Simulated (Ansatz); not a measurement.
Input file:

```yaml
crystal:
  periodic: [false, false, false]
  atoms:
    - {symbol: Al, position_ang: [0.000000, 0.000000, 0.020415]}
    - {symbol: O, position_ang: [0.000000, 0.000000, -3.820518]}
    - {symbol: H, position_ang: [0.000000, 0.000000, 3.800102]}
basis:
  gaussian: {orbitals: 6-31G}
correlation: {method: fic_mrcisd_q_relaxed, electrons: outside_noble_gas, active_space: {window: {electrons: 10, orbitals: 9}, shells: [{species: Al, l: s, shell: 3}, {species: Al, l: p, shell: 3}, {species: H, l: s, shell: 1}, {species: O, l: s, shell: 2}, {species: O, l: p, shell: 2}]}}
```

```sh
$ ansatz run in.yaml --threads 1 --pin off --events-out ev --progress --plain --max-ram 2393MiB
```

The program prints:

```
413 factors; integrals over basis functions are off by at most 3.7e-8 eV
mean field evaluation 1: about -8594.6456 eV, gradient 6.8e1 eV
mean field evaluation 2: about -8594.6459 eV, gradient 6.8e1 eV
mean field evaluation 4: about -8595.8684 eV, gradient 6.5e1 eV
mean field evaluation 8: about -8624.2230 eV, gradient 7.6e0 eV
mean field evaluation 16: about -8624.4974 eV, gradient 5.9e-6 eV
mean field evaluation 32: about -8621.0185 eV, gradient 8.9e0 eV
mean field evaluation 64: about -8617.1722 eV, gradient 3.1e-4 eV
mean field evaluation 96: about -8624.4710 eV, gradient 7.4e-1 eV
mean field evaluation 128: about -8624.4947 eV, gradient 3.9e-1 eV
mean field evaluation 160: about -8613.5830 eV, gradient 1.7e1 eV
mean field evaluation 192: about -8624.4496 eV, gradient 1.7e-2 eV
mean field evaluation 224: about -8624.4974 eV, gradient 9.1e-3 eV
mean field -8624.49742571 eV, -316.9444345006 hartree, gradient 5.9e-6 eV, S^2 0.000000; 13 other end points of the search recorded, 0 dependent functions left out; unrestricted orbitals would lower it
reference -8624.49742571 eV, -316.9444345006 hartree; 11, 11 occupied and 13, 13 virtual orbitals, 413 factors
state -8630.25677433 eV, -317.1560866584 hartree
contracted CI cycle   1: correlation -0.00000000 eV, -0.0000000000 hartree, residual 1.21e1 eV
contracted CI cycle   2: correlation -1.73458724 eV, -0.0637449055 hartree, residual 1.44e0 eV
contracted CI cycle   3: correlation -1.76548561 eV, -0.0648803996 hartree, residual 7.93e-1 eV
contracted CI cycle   4: correlation -1.77582389 eV, -0.0652603241 hartree, residual 2.43e-1 eV
contracted CI cycle   5: correlation -1.77748650 eV, -0.0653214242 hartree, residual 1.51e-1 eV
contracted CI cycle   6: correlation -1.77834723 eV, -0.0653530555 hartree, residual 1.43e-1 eV
contracted CI cycle   7: correlation -1.77935431 eV, -0.0653900649 hartree, residual 1.56e-1 eV
contracted CI cycle   8: correlation -1.78019413 eV, -0.0654209275 hartree, residual 1.26e-1 eV
contracted CI cycle   9: correlation -1.78082957 eV, -0.0654442795 hartree, residual 1.11e-1 eV
contracted CI cycle  10: correlation -1.78118487 eV, -0.0654573367 hartree, residual 8.63e-2 eV
contracted CI cycle  11: correlation -1.78137978 eV, -0.0654644996 hartree, residual 5.64e-2 eV
contracted CI cycle  12: correlation -1.78145857 eV, -0.0654673949 hartree, residual 2.53e-2 eV
contracted CI cycle  13: correlation -1.78147562 eV, -0.0654680214 hartree, residual 1.74e-2 eV
contracted CI cycle  14: correlation -1.78148322 eV, -0.0654683007 hartree, residual 1.15e-2 eV
contracted CI cycle  15: correlation -1.78148682 eV, -0.0654684330 hartree, residual 4.93e-3 eV
contracted CI cycle  16: correlation -1.78148770 eV, -0.0654684655 hartree, residual 3.39e-3 eV
contracted CI cycle  17: correlation -1.78148807 eV, -0.0654684792 hartree, residual 2.79e-3 eV
contracted CI cycle  18: correlation -1.78148827 eV, -0.0654684865 hartree, residual 1.58e-3 eV
state -8630.25677433 eV, -317.1560866584 hartree; corrected -8632.08930952 eV, -317.2234310847 hartree
Total energy: -8632.08930952 eV, -317.2234310847 hartree
Checks for a lower state left out: starts, orbital_swaps
```

Natural occupations: 2.0000 1.9982 1.9133 1.0751 1.0000 1.0000 0.9250 0.0444 0.0440.

Ran on 1 thread of Arm Neoverse N1, shared host: 12 s wall, 0.32 GiB peak host memory.
